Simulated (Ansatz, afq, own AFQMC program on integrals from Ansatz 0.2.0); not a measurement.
## AlH2O, doublet in cc-pVDZ, levels against CCSDT(Q)

```csv
atom,x (Å),y (Å),z (Å)
Al,0.0000,-0.1033,1.1553
O,0.0000,0.0402,-1.9204
H,0.0000,1.2777,1.9881
H,0.0000,0.8501,-2.4301
```

Connectivity, by distances: AlH ··· OH.

Basis cc-pVDZ. Only valence electrons are correlated. AFQMC by an in-house program on the Cholesky factors that Ansatz 0.2.0 writes for its CCSD(T) run. The CISD trial takes its coefficients from CCSD amplitudes. Released means that phaseless walkers are propagated on without the constraint, phases kept. Error bars are statistical, one sigma.

Determinant: ROHF, the one that the program's search chose, which needn't be the lowest solution. The geometry is a point of a scan.

No full CI on the walks' own integrals is used here; CCSDT(Q) serves as the reference and is uncertain by about the last step of the cluster series.

Cautions: higher spins were not checked; a spin-contaminated unrestricted determinant lies lower (UHF 174 meV lower, ⟨S²⟩ 0.99); the search met a lower determinant of the same kind, perhaps of another symmetry (37 meV lower), and this one is a saddle point; the released energies are still falling, so no released level is given (meV from the phaseless value at times in 1/Eh: -31 ± 22 at 0.24, -36 ± 21 at 0.51, -20 ± 25 at 0.99, -45 ± 34 at 1.62, -116 ± 32 at 2.40); the ph-AFQMC/HF walk drifts between its halves (2.1 errors).

```
T1 diagnostic                               : 0.0331
weight of the determinant in the CISD state : 0.859
size of the correlated space                : 11 electrons in 36 orbitals
```

Reference: CCSDT(Q), correlation energy -6.797 eV.

| level | E − E(reference) (kcal/mol) | share of correlation (%) |
| --- | --- | --- |
| HF | 156.74 | 0.00 |
| MP2 | 26.32 | 83.21 |
| CCSD | 3.08 | 98.03 |
| CCSD(T) | 0.90 | 99.43 |
| CCSDT | 0.24 | 99.85 |
| ph-AFQMC/HF | -1.43 ± 1.15 | 100.91 |
| ph-AFQMC/CISD | 0.55 ± 0.41 | 99.65 |

A walk keeps the symmetry of its determinant, which the program's search chose and which needn't be the lowest solution, so a lower state of the same spin and another symmetry isn't excluded.
